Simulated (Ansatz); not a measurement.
An Ansatz input:

```yaml
crystal:
  lattice:
    - [3.5164478475, 0.0, 0.0]
    - [-1.7582239237, 3.045333167, 0.0]
    - [0.0, 0.0, 5.6840104626]
  atoms:
    - { symbol: Dy, position: [0.3333333333, 0.6666666667, 0.25], spin: 4.695 }
    - { symbol: Dy, position: [0.6666666667, 0.3333333333, 0.75], spin: -4.695 }
hamiltonian:
  xc: mr2scan
  pseudopotentials:
    kind: paw
    azcp:
      Dy: "pseudopotentials/Dy.paw.azcp"
basis:
  ecutwfc: 500
  fft_grid_basis: typed
kpoints:
  mp_grid: { grid: [13, 13, 7], shift: [0, 0, 0] }
magnetization:
  spin_polarized: true
scf:
  occupations: { method: fermi_dirac, width: 0.05 }
output:
  stress: true
```

and its output:

```
Engine: ansatz 0.2.0, x86_64-unknown-linux-gnu
Pseudopotentials: kind: paw
Pseudopotential: Dy, paw, valence charge 20, recommended cutoff 500 eV (meta_gga) 
Functional definition: m-r2SCAN
  exchange = m_r2scan_x
  correlation = m_r2scan_c
Crystal: 2 atoms, lattice volume = 60.869 Å³
Basis set: ecut = 500 eV, 1545 PW (Γ), exchange–correlation on 108×108×180 points (64 copies of the dense FFT grid, shifted against one another)
Bands: 30, of which v1, the nominal top of the filled ones, is band 20 counted from 1 (19 counted from 0)
Symmetry: 12 space group operations
Space group: P-6m2 (ITA 187), of the structure as read, at distance tolerance 3.9e-5 Å
Magnetic group: BNS 194.267 (UNI 1497), of the structure as read, at distance tolerance 3.9e-5 Å
k-points: 84 of 1183 (time reversal used)
Non-local potential: Dy, projectors of the file, l = 0: 3, l = 1: 2, l = 2: 2, l = 3: 3
PAW form: soft (Blöchl's): semilocal exchange-correlation on the pseudo side does not see the compensation charge
PAW frozen core: Dy, regenerated for the run's functional (the file was generated under x = pbe(κ = 0.804, μ = 0.2195149727645171), c = pbe(β = 0.06672455060314922))
PAW one-centre angular grid: Dy, 2702 points (default); XC on 160 Gauss nodes
Initial density: superposition of atomic densities (chi_scale 0.1, normalization cell)
Starting moments: Σ|m| = 9.39 μB on 2 of 2 sites
Starting magnetic order: antiferromagnet; an inversion exchanges its spin sublattices: spin-degenerate at every k-point
Initial wavefunctions: pseudopotential atomic-orbital guess
Functional: x = mr2scan, c = mr2scan; τ floored in thin density (d = 2e-4 eV/Å³)
iter 1 solved again at ethr=1.47e-3 eV; its pass at ethr=3.10e-3 eV (dr2=5.89e-1 eV) is discarded
SCF iter   1: F=—  HF=-21230.730794 eV  |F-HF|=—  |Δ(HF+E_count)|=         —  Δρ=2.61e-2 (↑2.61e-2 ↓2.61e-2)  dr2=5.38e-1  dr2_τ=6.99e-3  dr2_m=1.96e-1  M=-0.000 μB ∫|m|=9.524 μB  β_m=0.30  ethr=1.47e-3  ⟨swp⟩=2.4  Hψ=27177  notcnv=0
Mixer restart at iter 1: flushing history
spin=Collinear: Kerker preconditioning applied to the charge; magnetization (m = ρ↑ − ρ↓) channel mixes plain (no charge-response kernel on spin).
SCF iter   2: F=—  HF=-21231.382900 eV  |F-HF|=—  |Δ(HF+E_count)|=   6.52e-1  Δρ=1.91e-2 (↑1.91e-2 ↓1.91e-2)  dr2=3.09e-1  dr2_τ=2.53e-3  dr2_m=9.35e-2  M=0.000 μB ∫|m|=9.520 μB  β_m=0.30  ethr=1.34e-3  ⟨swp⟩=4.0  Hψ=10851  notcnv=0  defer=36  κ⁻¹=1.0e0(r=1)
SCF iter   3: F=—  HF=-21232.317310 eV  |F-HF|=—  |Δ(HF+E_count)|=   9.34e-1  Δρ=9.24e-3 (↑9.24e-3 ↓9.23e-3)  dr2=7.04e-2  dr2_τ=1.97e-3  dr2_m=2.28e-2  M=-0.000 μB ∫|m|=9.549 μB  β_m=0.30  ethr=7.72e-4  ⟨swp⟩=3.2  Hψ=10837  notcnv=0  defer=34  κ⁻¹=1.1e-1(r=2)
SCF iter   4: F=—  HF=-21232.602858 eV  |F-HF|=—  |Δ(HF+E_count)|=         —  Δρ=8.29e-3 (↑8.29e-3 ↓8.29e-3)  dr2=4.31e-2  dr2_τ=3.84e-4  dr2_m=1.83e-2  M=0.000 μB ∫|m|=9.661 μB  β_m=1.00  ethr=1.76e-4  ⟨swp⟩=3.7  Hψ=10702  notcnv=0  defer=34
...
spin=Collinear: Kerker preconditioning applied to the charge; magnetization (m = ρ↑ − ρ↓) channel mixes plain (no charge-response kernel on spin).
SCF iter   2: F=-21232.787880 eV  HF=-21232.787880 eV  |F-HF|=4.58e-9  |Δ(HF+E_count)|=  1.67e-10  Δρ=3.19e-6 (↑9.29e-7 ↓3.19e-6)  dr2=4.24e-9  dr2_τ=4.70e-12  dr2_m=1.77e-9  M=0.150 μB ∫|m|=9.648 μB  ethr=1.72e-12  ⟨swp⟩=5.9  Hψ=53045  notcnv=0
SCF 5 converged in 2 iterations: F = -21232.787880 eV  dr2 = 4.24e-9
Symmetry: 1 space group operations
k-points: 592 of 1183 (time reversal used)
iter 1 solved again at ethr=1.06e-11 eV; its pass at ethr=2.50e-6 eV (dr2=4.24e-9 eV) is discarded
SCF iter   1: F=-21232.787880 eV  HF=-21232.787880 eV  |F-HF|=4.59e-9  |Δ(HF+E_count)|=         —  Δρ=3.20e-6 (↑9.29e-7 ↓3.20e-6)  dr2=4.24e-9  dr2_τ=4.66e-12  dr2_m=1.78e-9  M=0.150 μB ∫|m|=9.648 μB  ethr=1.06e-11  ⟨swp⟩=1.0  Hψ=200285  notcnv=0
spin=Collinear: Kerker preconditioning applied to the charge; magnetization (m = ρ↑ − ρ↓) channel mixes plain (no charge-response kernel on spin).
SCF iter   2: F=-21232.787198 eV  HF=-21232.787885 eV  |F-HF|=6.87e-4  |Δ(HF+E_count)|=   5.17e-6  Δρ=7.32e-4 (↑7.32e-4 ↓6.57e-4)  dr2=6.57e-4  dr2_τ=1.37e-7  dr2_m=1.29e-4  M=0.160 μB ∫|m|=9.647 μB  ethr=2.50e-6  ⟨swp⟩=1.8  Hψ=147293  notcnv=0
SCF iter   3: F=-21232.378456 eV  HF=-21232.841430 eV  |F-HF|=4.63e-1  |Δ(HF+E_count)|=   5.35e-2  Δρ=2.29e-2 (↑1.26e-2 ↓2.29e-2)  dr2=4.50e-1  dr2_τ=8.73e-5  dr2_m=9.48e-2  M=-0.209 μB ∫|m|=9.555 μB  ethr=2.50e-6  ⟨swp⟩=1.6  Hψ=134752  notcnv=0
SCF iter   4: F=-21232.826288 eV  HF=-21232.838612 eV  |F-HF|=1.23e-2  |Δ(HF+E_count)|=   2.82e-3  Δρ=3.89e-3 (↑1.98e-3 ↓3.89e-3)  dr2=1.21e-2  dr2_τ=4.04e-6  dr2_m=2.67e-3  M=-0.026 μB ∫|m|=9.628 μB  ethr=2.50e-6  ⟨swp⟩=1.8  Hψ=117725  notcnv=0
SCF iter   5: F=-21232.838046 eV  HF=-21232.838522 eV  |F-HF|=4.76e-4  |Δ(HF+E_count)|=   9.02e-5  Δρ=5.69e-4 (↑5.05e-4 ↓5.69e-4)  dr2=4.50e-4  dr2_τ=2.20e-7  dr2_m=7.56e-5  M=0.010 μB ∫|m|=9.650 μB  ethr=2.50e-6  ⟨swp⟩=1.8  Hψ=81067  notcnv=0
SCF iter   6: F=-21232.838519 eV  HF=-21232.838519 eV  |F-HF|=4.99e-7  |Δ(HF+E_count)|=   2.49e-6  Δρ=3.31e-5 (↑6.71e-6 ↓3.31e-5)  dr2=5.69e-7  dr2_τ=6.45e-10  dr2_m=1.74e-7  M=0.000 μB ∫|m|=9.651 μB  ethr=1.91e-6  ⟨swp⟩=1.0  Hψ=76032  notcnv=0
SCF iter   7: F=-21232.838519 eV  HF=-21232.838519 eV  |F-HF|=5.56e-8  |Δ(HF+E_count)|=   6.80e-8  Δρ=8.86e-6 (↑8.86e-6 ↓3.09e-6)  dr2=5.69e-8  dr2_τ=4.32e-11  dr2_m=1.22e-8  M=0.000 μB ∫|m|=9.651 μB  ethr=2.50e-10  ⟨swp⟩=2.4  Hψ=102444  notcnv=0
SCF iter   8: F=-21232.838519 eV  HF=-21232.838519 eV  |F-HF|=1.01e-7  |Δ(HF+E_count)|=   1.19e-9  Δρ=9.34e-6 (↑6.27e-6 ↓9.34e-6)  dr2=9.69e-8  dr2_τ=3.47e-11  dr2_m=1.71e-8  M=-0.000 μB ∫|m|=9.651 μB  ethr=2.50e-10  ⟨swp⟩=1.4  Hψ=77872  notcnv=0
SCF iter   9: F=-21232.838519 eV  HF=-21232.838519 eV  |F-HF|=1.73e-9  |Δ(HF+E_count)|=  9.82e-11  Δρ=1.83e-6 (↑2.72e-7 ↓1.83e-6)  dr2=1.71e-9  dr2_τ=7.77e-13  dr2_m=4.58e-10  M=-0.000 μB ∫|m|=9.651 μB  ethr=2.50e-10  ⟨swp⟩=1.4  Hψ=77389  notcnv=0
SCF iter  10: F=-21232.838519 eV  HF=-21232.838519 eV  |F-HF|=1.73e-9  |Δ(HF+E_count)|=  2.18e-11  Δρ=1.84e-6 (↑2.77e-7 ↓1.84e-6)  dr2=1.72e-9  dr2_τ=8.05e-13  dr2_m=4.58e-10  M=-0.000 μB ∫|m|=9.651 μB  ethr=4.28e-12  ⟨swp⟩=1.4  Hψ=106351  notcnv=0
SCF 6 converged in 10 iterations: F = -21232.838519 eV  dr2 = 1.72e-9
iter 1 solved again at ethr=4.30e-12 eV; its pass at ethr=3.10e-3 eV (dr2=1.72e-9 eV) is discarded
SCF iter   1: F=-21232.838519 eV  HF=-21232.838519 eV  |F-HF|=1.72e-9  |Δ(HF+E_count)|=         —  Δρ=1.84e-6 (↑2.77e-7 ↓1.84e-6)  dr2=1.72e-9  dr2_τ=8.22e-13  dr2_m=4.58e-10  M=-0.000 μB ∫|m|=9.651 μB  β_m=1.20  ethr=4.30e-12  ⟨swp⟩=1.3  Hψ=164413  notcnv=0
spin=Collinear: Kerker preconditioning applied to the charge; magnetization (m = ρ↑ − ρ↓) channel mixes plain (no charge-response kernel on spin).
SCF iter   2: F=-21232.838519 eV  HF=-21232.838519 eV  |F-HF|=1.91e-7  |Δ(HF+E_count)|=   1.74e-9  Δρ=1.38e-5 (↑9.50e-6 ↓1.38e-5)  dr2=1.81e-7  dr2_τ=3.72e-11  dr2_m=4.06e-8  M=0.000 μB ∫|m|=9.651 μB  β_m=1.20  ethr=4.29e-12  ⟨swp⟩=5.8  Hψ=95715  notcnv=0  κ⁻¹=1.0e0(r=1)
SCF iter   3: F=-21232.838519 eV  HF=-21232.838519 eV  |F-HF|=2.08e-9  |Δ(HF+E_count)|=   1.74e-9  Δρ=1.79e-6 (↑1.79e-6 ↓1.56e-6)  dr2=1.68e-9  dr2_τ=2.99e-12  dr2_m=1.01e-9  M=-0.000 μB ∫|m|=9.651 μB  ethr=4.29e-12  ⟨swp⟩=1.7  Hψ=96140  notcnv=0
SCF 7 converged in 3 iterations: F = -21232.838519 eV  dr2 = 1.68e-9
```

The calculation hadn't finished when its time ran out.

With an open f shell the SCF can settle in more than one state.
